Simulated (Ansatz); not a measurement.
Process, species as SMILES: N#N (N2) + 3 [H][H] (H2) → 2 N (NH3)
B3LYP-D3(BJ)/def2-TZVP geometries, fixed; electronic energies without zero-point terms.

Basis-set convergence of the energy of full hydrogenation at PBE with Ansatz (a quantum-chemistry and plane-wave program). Cartesian d functions, on some or all atoms, in 6-31G*, 6-31+G*; all else is spherical. The program fits the integrals of some runs and decomposes those of others, by size. No added dispersion term, no relativity. Functions are those of the species that has most. Reference: the value in pcseg-4, -46.76 kcal/mol, itself unsure by roughly 0.12 kcal/mol (its mean distance from aug-pcseg-3, aug-cc-pVQZ, cc-pV5Z). Deviations are taken from unrounded values.

| basis | functions | energy of full hydrogenation (kcal/mol) |
|---|---|---|
| cc-pVDZ | 29 | -37.68 |
| aug-cc-pVDZ | 50 | -52.71 |
| def2-SVP | 29 | -40.18 |
| def2-SVPD | 44 | -56.53 |
| pcseg-1 | 29 | -39.13 |
| aug-pcseg-1 | 50 | -48.42 |
| 6-31G* | 30 | -31.74 |
| 6-31+G* | 38 | -40.31 |
| 6-311G** | 36 | -39.98 |
| 6-311+G** | 44 | -46.45 |
| def2-TZVP | 62 | -41.76 |
| def2-TZVPD | 74 | -44.40 |
| cc-pVTZ | 72 | -42.78 |
| aug-cc-pVTZ | 115 | -47.08 |
| pcseg-2 | 72 | -46.39 |
| aug-pcseg-2 | 115 | -47.45 |
| def2-TZVPP | 73 | -44.71 |
| def2-TZVPPD | 88 | -46.78 |
| cc-pVQZ | 145 | -45.15 |
| aug-cc-pVQZ | 218 | -46.91 |
| def2-QZVPP | 147 | -46.46 |
| def2-QZVPPD | 162 | -46.64 |
| pcseg-3 | 159 | -46.94 |
| aug-pcseg-3 | 232 | -46.75 |

What the diffuse functions change, pair by pair:
- cc-pVDZ to aug-cc-pVDZ: 21 more functions, deviation 9.08 to -5.95 kcal/mol
- def2-SVP to def2-SVPD: 15 more functions, deviation 6.59 to -9.76 kcal/mol
- pcseg-1 to aug-pcseg-1: 21 more functions, deviation 7.63 to -1.66 kcal/mol
- 6-31G* to 6-31+G*: 8 more functions, deviation 15.03 to 6.46 kcal/mol
- 6-311G** to 6-311+G**: 8 more functions, deviation 6.79 to 0.31 kcal/mol
- def2-TZVP to def2-TZVPD: 12 more functions, deviation 5.00 to 2.36 kcal/mol
- cc-pVTZ to aug-cc-pVTZ: 43 more functions, deviation 3.98 to -0.32 kcal/mol
- pcseg-2 to aug-pcseg-2: 43 more functions, deviation 0.38 to -0.69 kcal/mol
- def2-TZVPP to def2-TZVPPD: 15 more functions, deviation 2.05 to -0.02 kcal/mol
- cc-pVQZ to aug-cc-pVQZ: 73 more functions, deviation 1.61 to -0.15 kcal/mol
- def2-QZVPP to def2-QZVPPD: 15 more functions, deviation 0.30 to 0.12 kcal/mol
- pcseg-3 to aug-pcseg-3: 73 more functions, deviation -0.18 to 0.01 kcal/mol

They bring the value nearer the reference by more than 0.12 kcal/mol in 10 of 12 pairs.
